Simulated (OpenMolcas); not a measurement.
# One shape, several levels: BH5S (SMILES [BH3-][SH2+])

Aim: a comparison of 5 runs (HF/def2-SVP, B3LYP/6-31G*, PBE/6-31G*, BP86/6-311G**) of BH5S. 

Program for the calculation: OpenMolcas 26.06.

2 further runs of the same task are left out: 1 that didn't finish, 1 set aside as unsound or not needed.

## 1. Starting point

The species is BH5S (7 atoms), meant as a singlet with charge 0. SMILES: `[BH3-][SH2+]`. The coordinates come from a PBE0-D4/def2-TZVP relaxation.

Bond lengths: B1–S2 1.975 Å, B1–H3 1.207 Å, B1–H4 1.203 Å, B1–H5 1.207 Å, S2–H6 1.346 Å, S2–H7 1.346 Å. Angles: B1–S2–H6 103.7°, B1–S2–H7 103.7°, S2–B1–H3 100.3°, S2–B1–H4 107.0°, S2–B1–H5 100.3°, H6–S2–H7 92.5°, H3–B1–H4 116.2°, H3–B1–H5 113.7°, H4–B1–H5 116.2°.

## 2. Energy and forces at HF/def2-SVP (run 1)

File run.inp:

```
* BH5S Hartree-Fock

&GATEWAY
 BasLib=$CurrDir
 BasisSet
 B.def2-SVP....
 B1 -0.525600 -0.461500 -0.504300 angstrom
 End of Basis
 BasisSet
 S.def2-SVP....
 S2 0.568600 0.977600 0.290900 angstrom
 End of Basis
 BasisSet
 H.def2-SVP....
 H3 -1.623200 0.036400 -0.431500 angstrom
 H4 -0.344400 -1.447600 0.159700 angstrom
 H5 -0.075400 -0.482100 -1.624500 angstrom
 H6 0.286000 0.903800 1.604900 angstrom
 H7 1.775400 0.405500 0.458900 angstrom
 End of Basis

&SEWARD

&SCF
 Thresholds=1e-10 1e-07 1e-07 1e-05
 PrOrbitals=1 2

&ALASKA
```

The basis set def2-SVP is read from a file made from the Basis Set Exchange's data (not shown).

Run with:

```sh
$ export MOLCAS_MEM=1860
$ pymolcas run.inp > run.log
```

Standard output:

```text
--- Start Module: gateway ---
[...]
--- Stop Module: gateway /rc=_RC_ALL_IS_WELL_ ---
[...]
      Basis functions           57
[...]
--- Start Module: scf ---
[...]
       Convergence after  11 Iterations
[...]
::    Total SCF energy                               -424.9400135867
[...]
      Total spin, S                                     0.0000000000
[...]
      Total electronic charge=   26.000000
      Total            charge=   -0.000000
[...]
      Dipole Moment (debye):
      Origin of the operator (angstrom)=    0.2585    0.5328    0.0816
                   X=  2.7491E+00               Y=  2.0674E+00               Z=  2.6711E+00           Total=  4.3550E+00
      Quadrupole Moment (debye*angstrom):
[...]
--- Stop Module: scf /rc=_RC_ALL_IS_WELL_ ---
--- Start Module: alaska ---
[...]
 *              Molecular gradients               *
 **************************************************
  Irreducible representation: a
 ------------------------------------------------------------------------------------------
                              X                       Y                       Z
 ------------------------------------------------------------------------------------------
  B1                9.54364003739094E-03    8.37003576319617E-03    8.73883740005410E-03
  S2               -1.62388623009688E-02   -7.41764786954402E-03   -1.78768777576435E-02
  H3                2.68722972329183E-03    4.91957601962301E-04   -1.72091853196027E-04
  H4               -5.41645105156183E-04    2.42208448941339E-03   -1.73808605396686E-03
  H5               -4.35177088782046E-04    1.53404630088050E-03    2.20576129631267E-03
  H6                1.04827147760245E-03   -2.22183489647823E-03    5.53212515867774E-03
  H7                3.93654325660453E-03   -3.17864138942392E-03    3.31033180975449E-03
 ------------------------------------------------------------------------------------------
--- Stop Module: alaska /rc=_RC_ALL_IS_WELL_ ---
[...]
```

It took 2.5 s on 1 thread of Arm Neoverse V2, shared host; peak memory 0.39 GiB.

## 3. Energy and forces at B3LYP/6-31G(d) (spherical functions) (run 2)

File mol.xyz:

```xyz
7

B     -0.525600    -0.461500    -0.504300
S      0.568600     0.977600     0.290900
H     -1.623200     0.036400    -0.431500
H     -0.344400    -1.447600     0.159700
H     -0.075400    -0.482100    -1.624500
H      0.286000     0.903800     1.604900
H      1.775400     0.405500     0.458900
```

File test.input:

```
>>> EXPORT MOLCAS_PRINT=2

&GATEWAY
  BASLIB=$CurrDir
  COORD=mol.xyz
  BASIS=6-31Gs
  GROUP=NoSym

&SEWARD
  GRIDINPUT
  Grid=UltraFine
  End of Grid

&SCF
  KSDFT=B3LYP
  THRESHOLDS=1e-10 1e-07 1e-07 1e-05
  PRORBITALS=1 1

&ALASKA
```

The basis set 6-31G* is read from a file made from the Basis Set Exchange's data (not shown).

Run with:

```sh
$ export MOLCAS_MEM=1860
$ pymolcas test.input > test.log
```

Standard output:

```text
--- Start Module: gateway ---
[...]
--- Stop Module: gateway /rc=_RC_ALL_IS_WELL_ ---
[...]
      Basis functions           42
[...]
--- Start Module: scf ---
[...]
       Convergence after  12 Iterations
[...]
::    Total KS-DFT energy                            -426.0132441550
[...]
      Total spin, S                                     0.0000000000
[...]
      Total electronic charge=   26.000000
      Total            charge=   -0.000000
[...]
      Dipole Moment (debye):
      Origin of the operator (angstrom)=    0.2585    0.5328    0.0816
                   X=  2.5515E+00               Y=  1.8344E+00               Z=  2.5161E+00           Total=  4.0257E+00
      Quadrupole Moment (debye*angstrom):
[...]
--- Stop Module: scf /rc=_RC_ALL_IS_WELL_ ---
[...]
--- Start Module: alaska ---
[...]
 *              Molecular gradients               *
 **************************************************
  Irreducible representation: a
 ------------------------------------------------------------------------------------------
                              X                       Y                       Z
 ------------------------------------------------------------------------------------------
  B1                5.81250059168337E-03    5.77951645754027E-03    5.02934483183015E-03
  S2               -3.93382739211345E-03   -6.42316171427559E-03   -2.32646635001688E-03
  H3                2.10303895785469E-04    7.42299122197032E-04    2.71644676421386E-04
  H4                4.77173478034276E-05   -1.11713370048783E-04    1.24174137477118E-04
  H5                4.92942363775950E-04    6.43848290498295E-04    2.57982632896336E-05
  H6                8.21200205135875E-04   -1.03425756041914E-03   -3.20530869311142E-03
  H7               -3.45083701208226E-03    4.03468774516247E-04    8.08131341069052E-05
 ------------------------------------------------------------------------------------------
--- Stop Module: alaska /rc=_RC_ALL_IS_WELL_ ---
[...]
```

It took 11 s on 1 thread of Arm Neoverse V2, shared host; peak memory 0.38 GiB.

Runs 3 to 4 aren't shown in full; the table further down has their settings and results.

## 4. Energy and gradient at BP86/6-311G(d,p) (run 5)

File geom.xyz:

```xyz
7

B     -0.525600    -0.461500    -0.504300
S      0.568600     0.977600     0.290900
H     -1.623200     0.036400    -0.431500
H     -0.344400    -1.447600     0.159700
H     -0.075400    -0.482100    -1.624500
H      0.286000     0.903800     1.604900
H      1.775400     0.405500     0.458900
```

File test.inp:

```
* BH5S Kohn-Sham DFT
&gateway
baslib = $CurrDir
coord = geom.xyz
basis = 6-311Gss
group = NoSym
&seward
gridinput
Grid=UltraFine
End of Grid
&scf
ksdft = 2
1.0 GGA_X_B88
1.0 GGA_C_P86
thresholds = 1e-10 1e-07 1e-07 1e-05
prorbitals = 1 2
&alaska
```

The basis set 6-311G** is read from a file made from the Basis Set Exchange's data (not shown).

Run with:

```sh
$ export MOLCAS_MEM=1860
$ pymolcas test.inp > test.log
```

Standard output:

```text
--- Start Module: gateway ---
[...]
--- Stop Module: gateway /rc=_RC_ALL_IS_WELL_ ---
[...]
      Basis functions           74
[...]
--- Start Module: scf ---
[...]
       Convergence after  14 Iterations
[...]
::    Total KS-DFT energy                            -426.0739952348
[...]
      Total spin, S                                     0.0000000000
[...]
      Total electronic charge=   26.000000
      Total            charge=   -0.000000
[...]
      Dipole Moment (debye):
      Origin of the operator (angstrom)=    0.2585    0.5328    0.0816
                   X=  2.5782E+00               Y=  1.8912E+00               Z=  2.5261E+00           Total=  4.0749E+00
      Quadrupole Moment (debye*angstrom):
[...]
--- Stop Module: scf /rc=_RC_ALL_IS_WELL_ ---
[...]
--- Start Module: alaska ---
[...]
 *              Molecular gradients               *
 **************************************************
  Irreducible representation: a
 ------------------------------------------------------------------------------------------
                              X                       Y                       Z
 ------------------------------------------------------------------------------------------
  B1                2.17875616341301E-03    2.89718759522817E-03    1.56953728558595E-03
  S2                2.57016883469641E-03   -8.71079068283631E-03    7.11968113799832E-03
  H3                2.43497712772855E-03   -5.23158514613487E-04    2.97214210294793E-04
  H4                1.94870663886848E-05    2.32271080117918E-03   -9.74164129926791E-04
  H5               -3.62706291559656E-04    4.09564846637067E-04    2.42856157860283E-03
  H6                1.11934598013552E-03    2.79217970663825E-04   -8.71327506086761E-03
  H7               -7.96002888076419E-03    3.32526798371080E-03   -1.72755502164701E-03
 ------------------------------------------------------------------------------------------
--- Stop Module: alaska /rc=_RC_ALL_IS_WELL_ ---
[...]
```

It took 18 s on 1 thread of Arm Neoverse V2, shared host; peak memory 0.43 GiB.

## 5. The series

```
run                               level  integration grid  Cartesian functions  energy (Eh)  dipole moment (D)  HOMO energy (eV)  LUMO energy (eV)  wall time
  1                         HF/def2-SVP                 –                   no  -424.940014               4.36            -11.63              3.52      2.5 s
  2  B3LYP/6-31G* (spherical functions)         UltraFine                   no  -426.013244               4.03             -7.94             -0.38       11 s
  3    PBE/6-31G* (spherical functions)         UltraFine                   no  -425.755490               3.99             -6.76             -1.12      9.9 s
  4  B3LYP/6-31G* (Cartesian functions)         UltraFine                  yes  -426.016639               4.02             -7.94             -0.37       12 s
  5                       BP86/6-311G**         UltraFine                   no  -426.073995               4.07             -7.11             -1.33       18 s
```

## 6. Summary of results

```
                       quantity          value
            run 5: total energy  -426.07400 Eh
           run 5: dipole moment         4.07 D
             run 5: HOMO energy       -7.11 eV
             run 5: LUMO energy       -1.33 eV
           run 5: HOMO–LUMO gap        5.78 eV
run 5: largest force on an atom     0.593 eV/Å
```

In words: The dipole moment (its size) runs from 3.99 D (PBE/6-31G*) to 4.36 D (HF/def2-SVP). The two ends differ in method and basis. The HOMO–LUMO gap runs from 5.64 eV (PBE/6-31G*) to 15.15 eV (HF/def2-SVP). Totals of different functionals can't be ranked against each other. All runs together took 53 s, the longest 18 s.
